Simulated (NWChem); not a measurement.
The numbers come from NWChem runs, not from measurements. System: AlCl$_{3}$, charge 0, spin multiplicity 1, at a geometry optimised with PBE/def2-SVP. The structure started from a generated list of species. Level: PBE/6-311G** (spherical d).

Input file:

```
start mol
memory heap 200 mb stack 900 mb global 1100 mb
geometry units angstroms nocenter noautoz
  Al     0.000000     0.000000    -0.000003
  Cl     0.000000     0.000000     2.093685
  Cl     1.813196     0.000000    -1.046841
  Cl    -1.813196     0.000000    -1.046841
  symmetry group C2v
end
basis spherical
  * library 6-311g**
end
dft
  xc xpbe96 cpbe96
  semidirect memsize 60000000 filesize 0
  iterations 100
end
task dft energy
```

Output (cleaned and shortened):

```
             Northwest Computational Chemistry Package (NWChem) 7.3.0
             --------------------------------------------------------

                                NWChem Input Module
                                -------------------

 Scaling coordinates for geometry "geometry" by  1.889725989
 (inverse scale =  0.529177249)

 Turning off AUTOSYM since
 SYMMETRY directive was detected!

                             Geometry "geometry" -> ""
                             -------------------------

 Output coordinates in angstroms (scale by  1.889725989 to convert to a.u.)

  No.       Tag          Charge          X              Y              Z
 ---- ---------------- ---------- -------------- -------------- --------------
    1 Al                  13.0000     0.00000000     0.00000000    -0.00000300
    2 Cl                  17.0000     0.00000000     0.00000000     2.09368500
    3 Cl                  17.0000     1.81319600     0.00000000    -1.04684100
    4 Cl                  17.0000    -1.81319600     0.00000000    -1.04684100

 Effective nuclear repulsion energy (a.u.)     294.0886890180

            Nuclear Dipole moment (a.u.)
            ----------------------------
        X                 Y               Z
 ---------------- ---------------- ----------------
     0.0000000000     0.0000000000     0.0000226767

      Symmetry information
      --------------------

 Group name             C2v
 Group number             16
 Group order               4
 No. of unique centers     3

      Symmetry unique atoms

     1    2    3


 Summary of "ao basis" -> "" (spherical)
 ------------------------------------------------------------------------------
       Tag                 Description            Shells   Functions and Types
 ---------------- ------------------------------  ------  ---------------------
 *                          6-311g**                  on all atoms

  pbe96 is a nonlocal functional; adding pw91lda local functional.

                                 NWChem DFT Module
                                 -----------------

 Summary of "ao basis" -> "ao basis" (spherical)
 ------------------------------------------------------------------------------
       Tag                 Description            Shells   Functions and Types
 ---------------- ------------------------------  ------  ---------------------
 Al                         6-311g**                12       26   6s5p1d
 Cl                         6-311g**                12       26   6s5p1d

 Summary of "ao basis" -> "ao basis" (spherical)
 ------------------------------------------------------------------------------
       Tag                 Description            Shells   Functions and Types
 ---------------- ------------------------------  ------  ---------------------
 Al                         6-311g**                12       26   6s5p1d
 Cl                         6-311g**                12       26   6s5p1d

      Symmetry analysis of basis
      --------------------------

        a1         45
        a2          9
        b1         31
        b2         19

            General Information
            -------------------
          SCF calculation type: DFT
          Wavefunction type:  closed shell.
          No. of atoms     :     4
          No. of electrons :    64
           Alpha electrons :    32
            Beta electrons :    32
          Charge           :     0
          Spin multiplicity:     1
          Use of symmetry is: on ; symmetry adaption is: on
          Maximum number of iterations: 100
          AO basis - number of functions:   104
                     number of shells:    48
          Convergence on energy requested:  1.00D-06
          Convergence on density requested:  1.00D-05
          Convergence on gradient requested:  5.00D-04

              XC Information
              --------------
          PerdewBurkeErnzerhof Exchange Functional  1.000
            Perdew 1991 LDA Correlation Functional  1.000 local
           PerdewBurkeErnz. Correlation Functional  1.000 non-local

             Grid Information
             ----------------
          Grid used for XC integration:  medium
          Radial quadrature: Mura-Knowles
          Angular quadrature: Lebedev.
          Tag              B.-S. Rad. Rad. Pts. Rad. Cut. Ang. Pts.
          ---              ---------- --------- --------- ---------
          Al                  1.25       88           9.0       590
          Cl                  1.00       88          11.0       590
          Grid pruning is: on
          Number of quadrature shells:   264
          Spatial weights used:  Erf1

          Convergence Information
          -----------------------
          Convergence aids based upon iterative change in
          total energy or number of iterations.
          Levelshifting, if invoked, occurs when the
          HOMO/LUMO gap drops below (HL_TOL):  1.00D-02
          DIIS, if invoked, will attempt to extrapolate
          using up to (NFOCK): 10 stored Fock matrices.

                    Damping( 0%)  Levelshifting(0.5)       DIIS
                  --------------- ------------------- ---------------
          dE  on:    start            ASAP                start
          dE off:    2 iters        100 iters           100 iters

      Screening Tolerance Information
      -------------------------------
          Density screening/tol_rho:  1.00D-10
          AO Gaussian exp screening on grid/accAOfunc:  14
          CD Gaussian exp screening on grid/accCDfunc:  20
          XC Gaussian exp screening on grid/accXCfunc:  20
          Schwarz screening/accCoul:  1.00D-08

      Superposition of Atomic Density Guess
      -------------------------------------

 Sum of atomic energies:       -1620.30496025

      Non-variational initial energy
      ------------------------------

 Total energy =   -1620.960114
 1-e energy   =   -2827.883099
 2-e energy   =     912.834296
 HOMO         =      -0.444609
 LUMO         =      -0.032736

      Symmetry analysis of molecular orbitals - initial
      -------------------------------------------------

  Numbering of irreducible representations:

     1 a1          2 a2          3 b1          4 b2

  Orbital symmetries:

     1 a1          2 b1          3 a1          4 a1          5 a1
     6 a1          7 b1          8 a1          9 b1         10 a1
    11 b2         12 a1         13 b1         14 a2         15 b2
    16 b1         17 a1         18 a1         19 b1         20 b2
    21 a1         22 a1         23 b1         24 a1         25 a1
    26 b1         27 b2         28 a1         29 b1         30 b2
    31 a2         32 b1         33 a1         34 b2         35 a1
    36 b1         37 b2         38 a1         39 b1         40 a1
    41 a1         42 b1

------------------------------------------------------------
EAF file 0: "./mol.aoints.0" size=524288 bytes
------------------------------------------------------------
               write      read    awrite     aread      wait
               -----      ----    ------     -----      ----
     calls:        1         0         0         0         0
   data(b): 5.24e+05  0.00e+00  0.00e+00  0.00e+00
   time(s): 0.00e+00  0.00e+00  0.00e+00  0.00e+00  0.00e+00
rate(mb/s): 0.00e+00  0.00e+00
------------------------------------------------------------

   convergence    iter        energy       DeltaE   RMS-Dens  Diis-err    time
 ---------------- ----- ----------------- --------- --------- ---------  ------
 d= 0,ls=0.0,diis     1  -1622.4885455173 -1.92D+03  1.35D-02  2.65D+00     1.5
 d= 0,ls=0.0,diis     2  -1622.4271609406  6.14D-02  1.37D-02  1.02D+00     1.7
 d= 0,ls=0.0,diis     3  -1622.4848356273 -5.77D-02  5.72D-03  6.02D-01     1.9
 d= 0,ls=0.0,diis     4  -1622.5714249493 -8.66D-02  5.99D-04  1.48D-03     2.0
 d= 0,ls=0.0,diis     5  -1622.5716056470 -1.81D-04  1.66D-04  4.58D-04     2.2
  Resetting Diis
 d= 0,ls=0.0,diis     6  -1622.5716633406 -5.77D-05  3.28D-05  1.72D-05     2.4
 d= 0,ls=0.0,diis     7  -1622.5716659477 -2.61D-06  5.08D-06  1.32D-07     2.5
 d= 0,ls=0.0,diis     8  -1622.5716659436  4.15D-09  3.34D-06  1.33D-07     2.7

         Total DFT energy =    -1622.571665943584
      One electron energy =    -2829.281176345668
           Coulomb energy =     1015.355322515668
    Exchange-Corr. energy =     -102.734501131596
 Nuclear repulsion energy =      294.088689018012

 Numeric. integr. density =       64.000000209673

     Total iterative time =      2.2s

                  Occupations of the irreducible representations
                  ----------------------------------------------

                     irrep           alpha         beta
                     --------     --------     --------
                     a1               15.0         15.0
                     a2                2.0          2.0
                     b1               10.0         10.0
                     b2                5.0          5.0

                       DFT Final Molecular Orbital Analysis
                       ------------------------------------

 Vector   30  Occ=2.000000D+00  E=-3.156701D-01  Symmetry=b2
              MO Center=  1.1D-09,  7.6D-12,  1.0D+00, r^2= 4.4D+00
   Bfn.  Coefficient  Atom+Function         Bfn.  Coefficient  Atom+Function
  ----- ------------  ---------------      ----- ------------  ---------------
    43      0.471192  2 Cl py                34     -0.283415  2 Cl py
    46      0.279895  2 Cl py                69     -0.235656  3 Cl py
    95     -0.235656  4 Cl py                40      0.207041  2 Cl py
    60      0.141743  3 Cl py                86      0.141743  4 Cl py
    72     -0.139980  3 Cl py                98     -0.139980  4 Cl py

 Vector   31  Occ=2.000000D+00  E=-3.156660D-01  Symmetry=a2
              MO Center= -1.1D-09, -1.2D-14, -1.0D+00, r^2= 4.4D+00
   Bfn.  Coefficient  Atom+Function         Bfn.  Coefficient  Atom+Function
  ----- ------------  ---------------      ----- ------------  ---------------
    69      0.408098  3 Cl py                95     -0.408098  4 Cl py
    60     -0.245464  3 Cl py                86      0.245464  4 Cl py
    72      0.242417  3 Cl py                98     -0.242417  4 Cl py
    66      0.179317  3 Cl py                92     -0.179317  4 Cl py
    22      0.072436  1 Al d -2              63     -0.060448  3 Cl py

 Vector   32  Occ=2.000000D+00  E=-2.984378D-01  Symmetry=b1
              MO Center=  1.2D-13, -2.1D-16, -3.1D-04, r^2= 5.6D+00
   Bfn.  Coefficient  Atom+Function         Bfn.  Coefficient  Atom+Function
  ----- ------------  ---------------      ----- ------------  ---------------
    42      0.349539  2 Cl px                70     -0.302769  3 Cl pz
    96      0.302769  4 Cl pz                33     -0.207117  2 Cl px
    45      0.205387  2 Cl px                61      0.179405  3 Cl pz
    87     -0.179405  4 Cl pz                73     -0.177906  3 Cl pz
    99      0.177906  4 Cl pz                68     -0.174814  3 Cl px

 Vector   33  Occ=0.000000D+00  E=-9.517060D-02  Symmetry=a1
              MO Center=  3.8D-15, -1.9D-18, -9.0D-06, r^2= 4.7D+00
   Bfn.  Coefficient  Atom+Function         Bfn.  Coefficient  Atom+Function
  ----- ------------  ---------------      ----- ------------  ---------------
     6      1.218934  1 Al s                  5      0.493512  1 Al s
    32     -0.354372  2 Cl s                 58     -0.354369  3 Cl s
    84     -0.354369  4 Cl s                 47      0.288417  2 Cl pz
    71      0.249778  3 Cl px                97     -0.249778  4 Cl px
    44      0.238111  2 Cl pz                 4     -0.233646  1 Al s

 Vector   34  Occ=0.000000D+00  E=-8.407907D-02  Symmetry=b2
              MO Center= -5.6D-15,  1.8D-13, -5.7D-06, r^2= 3.8D+00
   Bfn.  Coefficient  Atom+Function         Bfn.  Coefficient  Atom+Function
  ----- ------------  ---------------      ----- ------------  ---------------
    17      0.733440  1 Al py                20      0.310010  1 Al py
    14      0.271547  1 Al py                46     -0.227549  2 Cl py
    72     -0.227553  3 Cl py                98     -0.227553  4 Cl py
    43     -0.176974  2 Cl py                69     -0.176976  3 Cl py
    95     -0.176976  4 Cl py                11     -0.147257  1 Al py

 Vector   35  Occ=0.000000D+00  E= 1.769746D-02  Symmetry=a1
              MO Center= -1.5D-14, -1.6D-15, -5.8D-03, r^2= 8.6D+00
   Bfn.  Coefficient  Atom+Function         Bfn.  Coefficient  Atom+Function
  ----- ------------  ---------------      ----- ------------  ---------------
    21      1.094670  1 Al pz                32     -0.669230  2 Cl s
    18      0.515464  1 Al pz                58      0.334609  3 Cl s
    84      0.334609  4 Cl s                 47      0.222375  2 Cl pz
    71     -0.217553  3 Cl px                97      0.217553  4 Cl px
    31     -0.154175  2 Cl s                 73     -0.154449  3 Cl pz

 center of mass
 --------------
 x =   0.00000000 y =   0.00000000 z =   0.00000034

 moments of inertia (a.u.)
 ------------------
         821.093377000649           0.000000000000           0.000000000000
           0.000000000000        1642.198046668730           0.000000000000
           0.000000000000           0.000000000000         821.104669668082

     Multipole analysis of the density
     ---------------------------------

     L   x y z        total         alpha         beta         nuclear
     -   - - -        -----         -----         ----         -------
     0   0 0 0     -0.000000    -32.000000    -32.000000     64.000000

     1   1 0 0     -0.000000     -0.000000     -0.000000      0.000000
     1   0 1 0     -0.000000     -0.000000     -0.000000      0.000000
     1   0 0 1     -0.000078     -0.000050     -0.000050      0.000023

     2   2 0 0    -40.700980   -219.939258   -219.939258    399.177536
     2   1 1 0      0.000000      0.000000      0.000000      0.000000
     2   1 0 1     -0.000000     -0.000000     -0.000000      0.000000
     2   0 2 0    -35.319146    -17.659573    -17.659573      0.000000
     2   0 1 1      0.000000      0.000000      0.000000      0.000000
     2   0 0 2    -40.701309   -219.936678   -219.936678    399.172046

 Task  times  cpu:        2.7s     wall:        2.7s

 Total times  cpu:        2.7s     wall:        2.7s
```
